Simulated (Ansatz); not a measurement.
Input file:

```yaml
crystal:
  periodic: [false, false, false]
  atoms:
    - {symbol: Si, position_ang: [0.000000, 0.000000, 0.000000]}
    - {symbol: Br, position_ang: [0.000000, 0.000000, 2.426100]}
basis:
  gaussian: {orbitals: STO-3G}
magnetization: {spin_polarized: false, initial_magnetization: 3}
correlation: {method: bccd_t, electrons: outside_noble_gas, diis_vectors: 12}
scf: {lower_state_search: off}
```

```sh
$ ansatz run in.yaml --threads 1 --pin off --events-out ev --progress --plain --max-ram 2393MiB
```

Roughly how long does this take on 1 thread of Arm Neoverse V1, shared host, and how much host memory?

0.18 s wall and 0.07 GiB.

```
these checks for a lower state are left out or cut short: stability, starts, cluster_reference, orbital_swaps, neighbouring_geometries, increment
268 factors; integrals over basis functions are off by at most 2.1e-5 eV
mean field evaluation 1: about -77011.6703 eV, gradient 3.4e0 eV
mean field evaluation 2: about -77011.6826 eV, gradient 3.4e0 eV
mean field evaluation 4: about -77011.8873 eV, gradient 9.3e-1 eV
mean field evaluation 8: about -77011.9481 eV, gradient 7.7e-3 eV
mean field -77011.94814760 eV, -2830.1368938509 hartree, gradient 9.6e-6 eV, S^2 3.750000; 0 other end points of the search recorded, 0 dependent functions left out
19 core orbitals not correlated: weight in the atoms' cores, before any rotation towards them, 1.000 or more for the frozen orbitals, at most 0.000 for the correlated occupied ones
reference -77011.94814760 eV, -2830.1368938509 hartree; 7, 4 occupied and 1, 4 virtual orbitals, 268 factors
second order -0.35003557 eV of doubles, -0.00897016 eV of singles
cycle   1  -0.47868747 eV  change   -1.2e-1 eV  update   4.8e-2
cycle   2  -0.58007918 eV  change   -1.0e-1 eV  update   2.3e-2
cycle   3  -0.59082880 eV  change   -1.1e-2 eV  update   5.7e-3
cycle   4  -0.59257533 eV  change   -1.7e-3 eV  update   2.6e-3
cycle   5  -0.59319744 eV  change   -6.2e-4 eV  update   9.6e-4
cycle   6  -0.59260996 eV  change    5.9e-4 eV  update   3.5e-4
cycle   7  -0.59264605 eV  change   -3.6e-5 eV  update   8.2e-5
cycle   8  -0.59266777 eV  change   -2.2e-5 eV  update   3.6e-5
cycle   9  -0.59263858 eV  change    2.9e-5 eV  update   1.5e-5
cycle  10  -0.59265272 eV  change   -1.4e-5 eV  update   8.2e-6
cycle  11  -0.59264744 eV  change    5.3e-6 eV  update   3.6e-6
perturbative correction -0.00745167 eV, -0.0002738438 hartree
Total energy: -77012.54824671 eV, -2830.1589470864 hartree
Checks for a lower state left out: stability, starts, cluster_reference, orbital_swaps, neighbouring_geometries, increment
```
